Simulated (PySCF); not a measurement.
```xyz
4
charge 0 multiplicity 2, angstrom
Si   -0.3780    0.0000    0.1192
O     0.5334    0.0000    1.3416
O     0.0642    0.0000   -1.4470
H     1.0105    0.0000   -1.6333
```

Computed with UPBE0 in PySCF with Si def2-TZVP, O def2-TZVP, H def2-TZVP; no relativity; density-fitted integrals.

This geometry of SiO(OH) is a stationary point at this level.

Q: What is the point group?

A: Cs.

Q: Is it a minimum?

A: Yes: all harmonic wavenumbers are real.

Q: List the harmonic modes with their infrared intensities.

A: 
| symmetry | ω (cm⁻¹) | IR (km/mol) |
| --- | --- | --- |
| a' | 290 | 51.5 |
| a'' | 395 | 157 |
| a' | 758 | 144 |
| a' | 889 | 29.5 |
| a' | 1207 | 92.2 |
| a' | 3836 | 108 |

Q: Give the atomic charges and bond orders.

A: 
```
atom  Mulliken  Löwdin  polar tensor  spin (Mulliken)  Mayer order to Si1
 Si1      0.58    0.12          0.88             0.73                   –
  O2     -0.45   -0.20         -0.53             0.22                2.15
  O3     -0.47   -0.11         -0.67             0.02                1.24
  H4      0.34    0.18          0.31             0.03                0.05
```
Other Mayer orders above 0.3: O–H 0.85.

This need not be the most stable arrangement of these atoms.
